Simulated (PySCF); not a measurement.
Mapped SMILES: `[N:1]#[C:2][C@H:3]1[C@H:4]2[CH2:5][C@@H:6]12` (H(Xn): hydrogen on atom n). Ha(C5) is cis to C3 on the ring; Hb(C5) is trans to C3 on the ring.

GIAO PBE0/pcSseg-1 shifts (PySCF, gas phase, non-relativistic, equivalent atoms averaged), each against references optimised in the same way as the molecule (NH3, TMS).

On the GFN2-xTB geometry: N1 298.5, C2 123.2, C5 27.0, C3 26.3, C4/C6 7.5, H(C4)/H(C6) 2.31, H(C3) 2.10, Hb(C5) 1.33, Ha(C5) 1.27 ppm.

What changes on the PBE0-D3(BJ)/def2-SVP geometry?

Results:


| atoms | δ (ppm) | change |
| --- | --- | --- |
| N1 | 303.9 | +5.4 |
| C2 | 123.1 | -0.1 |
| C5 | 28.1 | +1.1 |
| C3 | 29.1 | +2.8 |
| C4/C6 | 5.6 | -1.9 |
| H(C4)/H(C6) | 2.01 | -0.30 |
| H(C3) | 2.04 | -0.06 |
| Hb(C5) | 1.40 | +0.07 |
| Ha(C5) | 1.39 | +0.12 |

Part of each change is the reference's own: σ(NH3, N) goes from 267.7 to 265.7 ppm, σ(TMS, C) goes from 186.9 to 184.4 ppm, σ(TMS, H) goes from 31.72 to 31.27 ppm.

Bonds between heavy atoms that differ most (equivalent bonds averaged): C2–C3 1.426 → 1.452 Å, N1–C2 1.145 → 1.158 Å, C3–C4 1.507 → 1.498 Å, C6–C4 1.476 → 1.470 Å, C4–C5 1.497 → 1.493 Å. Mean change of bonds to hydrogen: C–H +0.015 Å.
